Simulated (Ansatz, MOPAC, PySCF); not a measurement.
Ligands exchanged one at a time, Al Cl-I. Isolated molecules, 0 K electronic values unless said otherwise. Strings in code marks are SMILES.

Quantity: redistribution energy (mixed species minus the weighted end members), in kcal/mol. Semi-empirical values (MOPAC) are differences of heats of formation.

Level 1: frozen-core CCSD(T)/def2-TZVPP // PBE0-D3(BJ)/def2-TZVP (Ansatz, an electronic-structure program)
Level 2: PBE-D3(BJ)/def2-TZVP // PBE0-D3(BJ)/def2-TZVP (PySCF)
Level 3: AM1 // PBE0-D3(BJ)/def2-TZVP (MOPAC)
Level 4: PM7 // PBE0-D3(BJ)/def2-TZVP (MOPAC)

| species | level 2 | level 3 | level 4 |
|---|---|---|---|
| 1 of 3 Cl replaced by I: `[Cl][Al]([Cl])[I]` | 0.29 | 1.22 | -1.52 |
| 2 of 3 Cl replaced by I: `[Cl][Al]([I])[I]` | 0.29 | 1.29 | -1.57 |

Problem. What does level 1 give for each?

Solution. 
- 1 of 3 Cl replaced by I: `[Cl][Al]([Cl])[I]`: 0.29
- 2 of 3 Cl replaced by I: `[Cl][Al]([I])[I]`: 0.31
